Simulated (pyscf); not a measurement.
**Atom transfer: F–Cl + Cl–C•(Cl)–Cl → Cl atom (Cl•) + F–C(Cl)(Cl)–Cl**

Gas phase, doublet surface, charge 0. Bonds broken: Cl1–F6. Bonds formed: C2–F6. Structures and frequencies: ωB97X-D3(BJ)/def2-SVP in PySCF.

Transition state (Å):

```xyz
6

Cl     0.6753    -0.0791     3.0561
C      0.2934     0.2333    -0.7691
Cl     0.8227     1.8356    -1.0139
Cl    -1.3781    -0.0530    -0.9480
Cl     1.3395    -1.0045    -1.2993
F      0.4981     0.0663     1.2699
```

One imaginary mode, 665i cm⁻¹; descent along it reached the two sides named.

```tsv
bond	change	reactant side (Å)	saddle	product side
Cl1–F6	breaks	1.647	1.801	2.9
C2–F6	forms	2.8	2.056	1.340
```

Electronic energies relative to the separated reactants (eV):

```json
[
 {"level": "ωB97X-D3(BJ)/def2-TZVP", "barrier": "0.41", "reaction energy": "-1.91", "reverse barrier": "2.32"},
 {"level": "PBE/def2-TZVP", "barrier": "-0.13", "reaction energy": "-1.59", "reverse barrier": "1.46"},
 {"level": "r²SCAN/def2-TZVP", "barrier": "-0.07", "reaction energy": "-1.80", "reverse barrier": "1.73"},
 {"level": "B3LYP-D3(BJ)/def2-TZVP", "barrier": "0.05", "reaction energy": "-1.80", "reverse barrier": "1.85"},
 {"level": "PBE0-D3(BJ)/def2-TZVP", "barrier": "0.17", "reaction energy": "-1.84", "reverse barrier": "2.01"},
 {"level": "M06-2X/def2-TZVP", "barrier": "0.38", "reaction energy": "-1.99", "reverse barrier": "2.38"},
 {"level": "ωB97M-D3(BJ)/def2-TZVP", "barrier": "0.36", "reaction energy": "-1.93", "reverse barrier": "2.29"},
 {"level": "HF/def2-TZVP", "barrier": "0.84", "reaction energy": "-2.40", "reverse barrier": "3.24"}
]
```

With ωB97M-D3(BJ)/def2-TZVP energies and thermal terms (ideal gas, 1 atm, RRHO with modes under 100 cm⁻¹ raised to 100, one conformer, R ln 2 for rigid chiral ones), in eV:

```tsv
T (K)	ΔH‡	ΔG‡	ΔH	ΔG
298	0.36	0.81	-1.88	-1.72
600	0.37	1.25	-1.86	-1.56
900	0.39	1.69	-1.84	-1.41
1200	0.40	2.12	-1.82	-1.27
```

At PBE, r²SCAN this geometry lies under the reactants; that is no barrier but a single point on another level's saddle; such a level's own saddle, if it has one, lies nearer that side and is low. One saddle was located; it need not be the lowest between these sides. The angle at the transferred F is 180°. Left out: orbital degeneracy and the spin-orbit lowering of Cl.
